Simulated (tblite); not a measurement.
Mercaptoacetone, C₃H₆OS.
Numbering: `[CH3:1][C:2](=[O:3])[CH2:4][SH:5]` (hydrogens: H6, H7, H8 on C1; H9, H10 on C4; H11 on S5)

Computed with GFN2-xTB (tblite), gas phase: Langevin dynamics at 600 K from the optimised GFN2-xTB geometry, time step 0.5 fs, friction 0.01 fs⁻¹, 2000 steps. The instantaneous temperature is 2·E(kin)/(3Nk) with all 3N coordinates.

| t (fs) | T (K) | E(pot) above start (eV) | C1–C2 (Å) | C2=O3 (Å) | C2–C4 (Å) | C4–S5 (Å) | C1–H6 (Å) | C1–C2–C4–S5 (°) |
| --- | --- | --- | --- | --- | --- | --- | --- | --- |
| 0 | 526 | 0.000 | 1.502 | 1.203 | 1.515 | 1.831 | 1.089 | -78 |
| 50 | 449 | 0.507 | 1.566 | 1.198 | 1.572 | 1.829 | 1.130 | -84 |
| 100 | 392 | 0.873 | 1.552 | 1.195 | 1.601 | 1.809 | 1.052 | -93 |
| 150 | 750 | 0.873 | 1.533 | 1.258 | 1.502 | 1.783 | 1.134 | -82 |
| 200 | 701 | 1.349 | 1.456 | 1.156 | 1.491 | 1.843 | 1.043 | -95 |
| 250 | 719 | 0.966 | 1.530 | 1.209 | 1.543 | 1.848 | 1.103 | -85 |
| 300 | 926 | 0.824 | 1.456 | 1.213 | 1.555 | 1.776 | 1.128 | -88 |
| 350 | 802 | 1.071 | 1.571 | 1.201 | 1.474 | 1.878 | 1.112 | -93 |
| 400 | 602 | 0.640 | 1.489 | 1.201 | 1.595 | 1.792 | 1.124 | -74 |
| 450 | 655 | 0.749 | 1.459 | 1.213 | 1.538 | 1.751 | 1.079 | -89 |
| 500 | 794 | 0.554 | 1.499 | 1.214 | 1.490 | 1.777 | 1.177 | -93 |
| 550 | 758 | 0.754 | 1.520 | 1.199 | 1.582 | 1.821 | 1.203 | -80 |
| 600 | 583 | 0.614 | 1.553 | 1.210 | 1.534 | 1.871 | 1.069 | -81 |
| 650 | 569 | 0.759 | 1.493 | 1.217 | 1.484 | 1.768 | 1.173 | -55 |
| 700 | 508 | 0.855 | 1.495 | 1.187 | 1.502 | 1.867 | 1.039 | -63 |
| 750 | 368 | 0.787 | 1.516 | 1.253 | 1.553 | 1.832 | 1.102 | -50 |
| 800 | 562 | 0.596 | 1.545 | 1.157 | 1.543 | 1.836 | 1.060 | -53 |
| 850 | 589 | 0.880 | 1.544 | 1.203 | 1.462 | 1.888 | 1.087 | -28 |
| 900 | 467 | 0.801 | 1.437 | 1.214 | 1.564 | 1.772 | 1.096 | -25 |
| 950 | 432 | 0.778 | 1.480 | 1.208 | 1.512 | 1.926 | 1.042 | 17 |
| 1000 | 500 | 0.743 | 1.572 | 1.211 | 1.495 | 1.825 | 1.135 | 18 |

Task: From 500 fs on, how do temperature and potential energy compare with equipartition?

Result: The mean temperature of these 11 frames is 557 K against the target 600 K, and the mean potential energy 0.74 eV against 27 × kT/2 = 0.70 eV for 27 classical harmonic modes. For 11 atoms in a canonical ensemble the temperature itself scatters by T·√(2/(3N)) = 148 K; here its standard deviation is 122 K. The whole run lasts only 10 friction times of 100 fs, so these averages carry a wide statistical error.

Task: What are the kinetic and total energies of the listed frame with the highest potential energy?

Result: The one at 200 fs, 1.349 eV above the start. Its kinetic energy is 3NkT/2 = 0.997 eV at 701 K, so the sum is 2.35 eV; over the listed frames the sum runs from 0.75 to 2.35 eV, since the thermostat adds and removes energy.

Task: How much do the listed bonds fluctuate from 500 fs on?

Result: 
| bond | at the start (Å) | mean (Å) | standard deviation (Å) |
| --- | --- | --- | --- |
| C1–C2 | 1.502 | 1.514 | 0.037 |
| C2=O3 | 1.203 | 1.207 | 0.022 |
| C2–C4 | 1.515 | 1.520 | 0.036 |
| C4–S5 | 1.831 | 1.835 | 0.048 |
| C1–H6 | 1.089 | 1.108 | 0.054 |

The motion is classical and holds no zero-point motion.

The cost below is that of the whole dynamics run. Time: 6.6 s wall; peak memory 0.18 GiB. Hardware: one thread, Arm Neoverse V2 (aarch64), on a shared host.
